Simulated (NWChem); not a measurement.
Species: disilane (Si$_{2}$H$_{6}$); SMILES [SiH3][SiH3]

Results from NWChem. All runs use the structure optimised with PBE-D3(BJ)/def2-SVP.

Problem. Estimate the computed values for PBE0/3-21G. Quantities: highest occupied level (eV); orbital gap (eV).

Solution. 
```
Quantity                     Value
---------------------------  -----
highest occupied level (eV)  -8.58
orbital gap (eV)              9.40
```
